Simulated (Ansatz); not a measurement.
Start from `C/C=C(\F)CS` and change one atom or group to get `C/C=C(/C)F`.

Ansatz, PBE0-D4/def2-TZVP geometries, multiplicity 1. Each molecule was computed in one conformer, which needn't be the lowest.

| property | `C/C=C(\F)CS` |
| --- | --- |
| HOMO–LUMO gap (PBE/def2-TZVPP) / eV | 4.72 |
| LUMO energy (PBE/def2-TZVPP) / eV | -0.93 |
| size of the dipole moment (ωB97M-V/def2-TZVPP) / D | 1.58 |
| HOMO–LUMO gap (ωB97M-V/def2-TZVPP) / eV | 11.26 |
| HOMO energy (B3LYP/def2-TZVPP) / eV | -6.66 |
| HOMO energy (PBE/def2-TZVPP) / eV | -5.65 |

Problem. Give the same properties after the change, and the shifts. (Estimate.)

Solution. Computed: 
```json
{"property": "HOMO–LUMO gap (PBE/def2-TZVPP) / eV", "`C/C=C(/C)F`": "5.48", "shift": "0.76"}
{"property": "LUMO energy (PBE/def2-TZVPP) / eV", "`C/C=C(/C)F`": "-0.18", "shift": "0.75"}
{"property": "size of the dipole moment (ωB97M-V/def2-TZVPP) / D", "`C/C=C(/C)F`": "1.40", "shift": "-0.18"}
{"property": "HOMO–LUMO gap (ωB97M-V/def2-TZVPP) / eV", "`C/C=C(/C)F`": "11.91", "shift": "0.65"}
{"property": "HOMO energy (B3LYP/def2-TZVPP) / eV", "`C/C=C(/C)F`": "-6.66", "shift": "0.00"}
{"property": "HOMO energy (PBE/def2-TZVPP) / eV", "`C/C=C(/C)F`": "-5.66", "shift": "-0.01"}
```

Dipoles are sizes alone; their direction can turn.

B3LYP here is the variant with VWN-RPA as its local correlation; programs differ in this.
